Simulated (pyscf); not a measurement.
O=Si(F)–F + water (H₂O) → O=Si(OH)–F + hydrogen fluoride (HF) (four-centre exchange; singlet surface; F–Si, H–O broken, O–Si, F–H formed). PySCF, gas phase, ωB97X-D3(BJ)/def2-SVP geometries. MP2 and CC: frozen core, UHF for open shells. ΔMP2 is the change of the MP2 total energy from the triple- to the quadruple-zeta basis. Energies in kcal/mol from the separated reactants.

| level | barrier | reaction energy |
|---|---|---|
| PBE/def2-TZVP | -4.0 | +4.3 |
| r²SCAN/def2-TZVP | -5.3 | +4.2 |
| B3LYP-D3(BJ)/def2-TZVP | -1.7 | +3.8 |
| HF/def2-TZVP | 7.8 | +3.6 |
| MP2/def2-QZVPP | -1.1 | +3.7 |
| CCSD(T)/def2-TZVPP | -0.8 | +3.7 |
| CCSD(T)/def2-TZVPP + ΔMP2(QZVPP) | -0.6 | +3.8 |

Of the functionals in the table, B3LYP-D3(BJ) is closest to CCSD(T)/def2-TZVPP + ΔMP2(QZVPP) in the barrier (1.2 kcal/mol apart) and r²SCAN least close (4.7 kcal/mol); that level has limits of its own. On the reactant side the descent ends in an adduct with a O–Si contact, 32.2 kcal/mol under the separated species and 29.0 kcal/mol under the saddle at ωB97X-D3(BJ)/def2-TZVP. On the product side the descent ends in an adduct with a F–Si contact, 10.2 kcal/mol under the separated species and 3.7 kcal/mol under the saddle at ωB97X-D3(BJ)/def2-TZVP. At PBE, r²SCAN, B3LYP-D3(BJ), MP2, CCSD(T), CCSD(T) the saddle lies under the separated reactants, which points to a path from their complex (located at ωB97X-D3(BJ) alone). At PBE, r²SCAN, B3LYP-D3(BJ), MP2, CCSD(T), CCSD(T) the saddle lies under the separated products, which points to a path from their complex (located at ωB97X-D3(BJ) alone), and parting the products costs more than the saddle. What is counted as formed (O–Si) is already present as a longer contact in the reactant adduct; forming that adduct is a step of its own. What is counted as broken (F–Si) persists as a longer contact in the product adduct; parting that adduct is a step of its own. At ωB97X-D3(BJ)/def2-TZVP the barrier from the zero used here is -3.3 kcal/mol. The same reactants have a lower exit, to HO–Si(OH)(F)–F (barrier -27.0 kcal/mol at ωB97M-D3(BJ)/def2-TZVP, against -3.0 kcal/mol here). This is the saddle that the search found; another between the same sides may lie lower. The CCSD(T) − MP2 part came from Ansatz, without density fitting, on the same reference.
